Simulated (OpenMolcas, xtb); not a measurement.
## C2H3Al (ethynylalumane): methods side by side

C2H3Al has 6 atoms, charge 0, and is taken as a singlet. SMILES: `C#[C][AlH2]`. The coordinates come from a PBE0-D4/def2-TZVP relaxation.

Quantity: the HOMO–LUMO gap, in eV. The values are calculated.

```json
{"level": "GFN1-xTB", "kind": "semi-empirical", "program": "xtb", "value (eV)": "6.04", "CPU time": "under 2 s"}
{"level": "HF/def2-TZVP", "kind": "Hartree–Fock", "program": "OpenMolcas", "value (eV)": "11.68", "CPU time": "37 s"}
{"level": "SVWN5/def2-TZVP", "kind": "LDA", "program": "OpenMolcas", "value (eV)": "4.08", "CPU time": "50 s"}
{"level": "revPBE/def2-TZVP", "kind": "GGA", "program": "OpenMolcas", "value (eV)": "4.27", "CPU time": "59 s"}
{"level": "M06-L/def2-TZVP", "kind": "meta-GGA", "program": "OpenMolcas", "value (eV)": "4.88", "CPU time": "72 s"}
{"level": "B3LYP/def2-TZVP", "kind": "global hybrid", "program": "OpenMolcas", "value (eV)": "5.75", "CPU time": "62 s"}
{"level": "B2PLYP/def2-TZVP", "kind": "double hybrid", "program": "OpenMolcas", "value (eV)": "8.24", "CPU time": "52 s"}
```

The values span 4.08 to 11.68 eV. Orbital gaps aren't excitation energies, and those of double hybrids come from the SCF part alone; they tend to grow with the share of exact exchange. CPU times are rough (shared hosts, several kinds of processor and program).
